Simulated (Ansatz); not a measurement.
Density of states of Sn4Pd (Ccce, a = 6.443 Å, b = 11.428 Å, c = 6.398 Å, α = 90.00°, β = 90.00°, γ = 90.00°), in states per eV and primitive cell, averaged over bins of 0.3 eV. Method: Ansatz 0.2.0, DFT PBEsol, scalar-relativistic, plane waves, PAW.

Cutoff 420 eV; k points 6×6×6 on the computed 10-atom cell (Γ-centred); Gaussian smearing, width 0.10 eV; no spin polarisation.

The cell is relaxed at this level. The states (both spins) are summed by tetrahedra on a 9×9×9 mesh at the self-consistent density. Energies are bin centres; the table starts no lower than −8 eV and ends at 6 eV, or lower where the solved bands end.

It is a metal at this level.

```tsv
E − E_F (eV)	total	Sn 5p	Pd 4d	Sn 5s	Sn 4d
-7.90	3.79	1.14	0.22	2.38	0.01
-7.60	4.29	1.17	0.35	2.72	0.01
-7.30	4.89	1.17	0.54	3.12	0.02
-7.00	3.66	0.80	0.51	2.31	0.01
-6.70	2.86	0.57	0.46	1.79	0.01
-6.40	3.91	0.83	0.71	2.32	0.01
-6.10	4.05	0.89	0.77	2.35	0.01
-5.80	4.11	0.63	1.12	2.33	0.01
-5.50	1.28	0.12	0.43	0.71	0.00
-5.20	0.30	0.21	0.08	0.01	0.00
-4.90	2.32	1.38	0.80	0.10	0.00
-4.60	5.12	2.48	2.32	0.25	0.01
-4.30	8.61	3.13	5.00	0.37	0.02
-4.00	18.97	4.63	13.68	0.50	0.05
-3.70	7.94	1.55	6.04	0.26	0.02
-3.40	13.45	2.43	10.15	0.70	0.03
-3.10	9.73	2.45	6.11	1.03	0.02
-2.80	5.56	2.02	2.81	0.63	0.01
-2.50	7.91	3.93	3.21	0.63	0.02
-2.20	6.80	4.01	1.99	0.67	0.02
-1.90	5.80	3.74	1.23	0.69	0.02
-1.60	5.55	3.80	0.86	0.75	0.01
-1.30	4.54	3.21	0.53	0.66	0.01
-1.00	4.68	3.45	0.43	0.63	0.01
-0.70	4.17	3.12	0.34	0.55	0.01
-0.40	5.27	3.83	0.46	0.79	0.01
-0.10	3.72	2.61	0.35	0.61	0.01
0.20	3.29	2.27	0.30	0.58	0.01
0.50	4.40	2.97	0.37	0.85	0.01
0.80	4.15	2.78	0.32	0.84	0.01
1.10	4.16	2.87	0.30	0.73	0.01
1.40	4.80	3.36	0.34	0.78	0.01
1.70	5.52	3.93	0.36	0.82	0.01
2.00	5.59	4.05	0.32	0.76	0.01
2.30	4.16	3.07	0.21	0.47	0.01
2.60	5.97	4.44	0.28	0.62	0.01
2.90	5.10	3.81	0.22	0.46	0.01
3.20	5.09	3.80	0.18	0.39	0.01
3.50	5.53	4.13	0.16	0.36	0.01
3.80	5.86	4.40	0.15	0.33	0.01
4.10	6.25	4.67	0.15	0.32	0.01
4.40	6.47	4.84	0.14	0.26	0.01
4.70	6.15	4.52	0.11	0.22	0.01
5.00	6.28	4.45	0.09	0.18	0.00
5.30	5.22	3.60	0.07	0.13	0.00
5.60	6.11	3.58	0.07	0.13	0.00
```

The columns after the total are the main Löwdin projections on the occupied valence shells of the potentials; 1 other is left out. The rest of the total lies in those, in shells that are empty in the free atom, which aren't projected, and between the atoms.

Cost: 1 run of about 15 core-minutes, on Arm Neoverse V2 (shared hosts).